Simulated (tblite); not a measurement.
Species: C₅H₁₁O (doublet state).
Z-matrix (Å and degrees, GFN2-xTB geometry), rows numbered from 1:
```
C 
C   1  1.4768
C   2  1.4870  1  121.68
C   3  1.5405  2  111.40  1   -76.78
O   3  1.4234  2  112.93  1    42.24
C   5  1.4023  3  113.49  2    68.87
H   1  1.0968  2  111.23  3   105.49
H   1  1.0933  2  111.22  3  -136.29
H   1  1.0876  2  110.31  3   -14.86
H   2  1.0765  1  119.25  3  -170.26
H   3  1.1052  2  109.10  1   163.63
H   4  1.0864  3  109.55  2  -178.34
H   4  1.0856  3  109.23  2    62.55
H   4  1.0861  3  110.06  2   -57.80
H   6  1.0965  5  111.61  3   -60.21
H   6  1.0886  5  106.54  3  -179.83
H   6  1.0984  5  111.17  3    61.06
```

Level: GFN2-xTB in tblite, geometry and Hessian alike; calculated harmonic values, unscaled, isolated species. Errors from tens to a few hundred cm⁻¹ against measured bands are possible. One conformer, not necessarily the lowest. Open shells enter through the occupations alone, without spin polarisation, and single modes of such species can be off by tens of per cent.

Harmonic wavenumbers (cm⁻¹): 77.3, 110.0, 133.3, 173.6, 182.3, 251.7, 266.2, 293.8, 409.0, 505.4, 603.4, 836.3, 905.8, 984.8, 1008.1, 1017.2, 1049.4, 1082.5, 1108.6, 1138.2, 1168.5, 1195.2, 1278.9, 1322.3, 1332.3, 1377.8, 1391.2, 1402.7, 1457.4, 1468.1, 1470.2, 1478.5, 1486.9, 1495.4, 2797.9, 2885.2, 2886.1, 2918.7, 2953.1, 3021.1, 3038.1, 3042.0, 3046.6, 3059.2, 3107.1.

A = 3949, B = 3188, C = 2117 MHz; mass 87.081 u (most abundant isotopes); point group C1, symmetry number 1; spin multiplicity 2.

Task: Zero-point energy?

Result: Half the sum of the wavenumbers: 32109 cm⁻¹ = 384.11 kJ/mol.

Task: Entropy at 200 K, 1 bar (ideal gas, RRHO, classical rotation)?

Result: Translation 156.26, rotation 107.53, vibration 62.38, spin (R ln 2) 5.76: S = 331.9 J/(mol K).

Task: And Cp and H(200 K) − H(0)?

Result: Cp = 102.92 J/(mol K), of which vibrations give 69.66 (their classical limit is 45 R = 374.2); H(200 K) − H(0) = 13.87 kJ/mol without the zero-point energy, 7.22 from vibrations.

Task: How do the functions run with temperature in this model?

Result: 
| T (K) | S (J/(mol K)) | Cp (J/(mol K)) | H − H(0) (kJ/mol) | G − H(0) (kJ/mol) | ln q(vib) |
| --- | --- | --- | --- | --- | --- |
| 50 | 229.8 | 48.8 | 1.90 | -9.59 | 0.19 |
| 100 | 271.5 | 72.9 | 4.98 | -22.17 | 1.02 |
| 298.15 | 378.2 | 131.5 | 25.33 | -87.42 | 5.25 |
| 373.15 | 410.3 | 155.9 | 36.11 | -117.00 | 6.80 |
| 500 | 461.5 | 195.0 | 58.42 | -172.34 | 9.37 |
| 750 | 552.5 | 254.0 | 115.02 | -299.36 | 14.30 |
| 1000 | 631.5 | 294.4 | 183.88 | -447.58 | 18.97 |

q(vib) and H(0) count from the zero-point level.

Task: Which modes carry the vibrational entropy at 200 K?

Result: 77.3 cm⁻¹: 13.30; 110.0 cm⁻¹: 10.47; 133.3 cm⁻¹: 8.97; 173.6 cm⁻¹: 6.99; 182.3 cm⁻¹: 6.63; 251.7 cm⁻¹: 4.43 J/(mol K); the other 39 give 11.58 together.

Hindered rotation and anharmonicity are outside this model. Other conformers, if any are populated, would add a mixing term that is left out. The structure is chiral; the term R ln 2 for an equal mix with its mirror image is left out.

On an Arm Neoverse V1 with one thread, no GPU, shared host, this took 0.41 s of wall time. The figure is for the frequency step alone.
